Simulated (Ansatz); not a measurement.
Appearance energy of a fragment ion: SiH3(OH) → [SiH3]+ + OH + e⁻

Species: SiH3(OH) (silanol), singlet; [SiH3]+ `[SiH3+]`, singlet; OH, doublet. 

Shapes, held fixed at every level: PBE0-D4/def2-TZVP. Programs: Ansatz 0.2.0. Electronic energies: no zero-point or thermal term.

| level | kind | ΔE (eV) | less CCSD(T)/CBS estimate |
| --- | --- | --- | --- |
| HF/def2-SVP | Hartree–Fock | +11.50 | -2.15 |
| r2SCAN-D4/def2-TZVPP | meta-GGA | +13.58 | -0.07 |
| B3LYP-D4/def2-TZVPP | global hybrid | +13.50 | -0.15 |
| BHLYP-D4/def2-TZVPP | global hybrid | +13.23 | -0.42 |
| MP2/def2-SVP | perturbation theory | +13.18 | -0.47 |
| MP2/def2-TZVPP | perturbation theory | +13.67 | +0.02 |
| CCSD(T)/def2-TZVPP | coupled cluster or CI | +13.42 | -0.23 |
| CCSD(T)/CBS estimate | coupled cluster or CI | +13.65 | 0.00 |

The highest level, CCSD(T)/CBS estimate, gives ΔE = +13.65 eV; the levels span +11.50 to +13.67. The column of differences is taken from that level and isn't an error. No measured value is set beside it here. Open shells run unrestricted unless RO is named. The CBS estimate extrapolates MP2 from def2-TZVPP and def2-QZVPP and adds CCSD(T) − MP2 in the triple-zeta set, cores frozen. The onset seen in experiment also holds zero-point changes and kinetic shifts.
